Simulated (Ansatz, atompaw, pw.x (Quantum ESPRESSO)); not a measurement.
## From atom to crystal: PAW (atompaw) potential for Mg

* Element: magnesium (Mg)
* Generator: atompaw 4.2.0.5
* Type: PAW
* Functional: PBEsol
* Relativity: scalar-relativistic
* Frozen core: [Ne]
* Valence charge: 2
* Reference configuration: 3s2 3p0
* Partial waves: 3s (bound); 3s channel at 4.65 Ry; 3p (bound, empty); 3p channel at 1.85 Ry; 3d channel at 0.25 Ry
* Local potential: troulliermartins scheme with l = 3 at -0.5 Ry, radius 2.72 bohr
* Core correction: smooth core density matched at 3.22 bohr
* Augmentation charge: besselshape compensation charge, radius 3.34 bohr; PAW radius 3.34 bohr; waves and projectors: bloechl

Atomic tests: cutoffs needed: 6 Ry and 6 Ry (the cutoffs (Ry, on a coarse ladder) from which the occupation-weighted sum of valence levels, in a spherical-Bessel basis at the reference potential, stays within 10 and 1 mRy of its value at 400 Ry); ghost test: no extra level below or beside the all-electron valence levels (s, p, d, f tested) (spherical-Bessel basis up to 400 Ry, 20 bohr box); lowest eigenvalue of the overlap operator: 0.52 (s channel).

Crystal test: fcc Mg in pw.x 7.5, no spin, 13³ k-points, Fermi–Dirac smearing 0.01 Ry, cutoffs 40/400 Ry. The reference is all-electron LAPW (Ansatz 0.2.0) with the same functional, mesh and smearing; V0 and B0 come from Birch–Murnaghan fits to the pressures at five volumes. Errors are pseudo minus all-electron; Δ is the rms difference of the E(V) curves that follow from these fits, minima aligned, over ±6 % about the mean V0. Mesh and smearing are coarse, so the numbers serve the comparison and aren't converged zero-temperature values; the lattice is a test structure that the element need not adopt.

| V (Å³/atom) | P all-electron (GPa) | P pseudo (GPa) |
| --- | --- | --- |
| 21.593 | 2.02 | 2.10 |
| 22.161 | 0.93 | 0.99 |
| 22.729 | -0.03 | 0.01 |
| 23.297 | -0.89 | -0.86 |
| 23.865 | -1.64 | -1.62 |

All-electron: a0 = 4.495 Å (V0 = 22.71 Å³/atom), B0 = 36.4 GPa.

Pseudopotential: mean pressure error (GPa): +0.05; a0 (Å): 4.497; a0 error (%): +0.04; B0 error (%): +1.1; Δ (meV/atom): 0.2. The largest radius (3.34 bohr) exceeds half the bond length (3.00 bohr), so the spheres overlap, which is one possible source of error among others.

Q: At the middle volume, how do free energy and pressure move when the wave cutoff is lowered (ecutrho held at 400 Ry)?

A:

```
cutoff (Ry)  shift of F (meV/atom)  shift of P (GPa)
         18                   +0.4             -0.01
         24                   +0.0             -0.00
         32                   +0.0             +0.00
```

The run at the middle volume (84 k-points, 6 iterations) took about 9.1 s on one core of a shared host (Intel(R) Xeon(R) Platinum 8259CL CPU @ 2.50GHz, 96 threads, 755 GiB, load 48).
